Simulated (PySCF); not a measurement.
Isomers of CHO (doublet state). Theory: PBE0-D3(BJ)/def2-SVP geometry optimisation, gas phase (PySCF 2.14.0). Energies are electronic, without zero-point or thermal terms, for one conformer each. No frequencies were run at this level. Point groups hold within 0.08 Å. The open-shell SCF solutions weren't tested for stability.

Question: Order them by energy at this level, lowest first, and give relative energies in kcal/mol.
A. `[CH]=O` (HCO) [radical]
B. HOC, `[C]O` [radical]

Answer: A (0.0), B (43.4).

As drawn, the higher has an O–H bond, which the lower lacks.

```tsv
SMILES	E (Eh)	E rel (kcal/mol)	dipole (D)	point group	A, B, C (MHz)	⟨S²⟩
[CH]=O	-113.63778	0.0	1.57	Cs	713705, 44942, 42280	0.753
[C]O	-113.56870	43.4	2.88	Cs	693148, 42477, 40024	0.754
```

Question: How do the relative energies change in single points at B3LYP/IGLO-III on C O, pcH-1 on H (no added dispersion term) on the same geometries?

Answer: 
```tsv
SMILES	PBE0-D3(BJ)/def2-SVP (kcal/mol)	B3LYP/IGLO-III on C O, pcH-1 on H (kcal/mol)	shift
[CH]=O	0.0	0.0	0.0
[C]O	43.4	41.8	-1.6
```

Each column counts from its own lowest isomer. The order is unchanged; the largest shift is 1.6 kcal/mol.
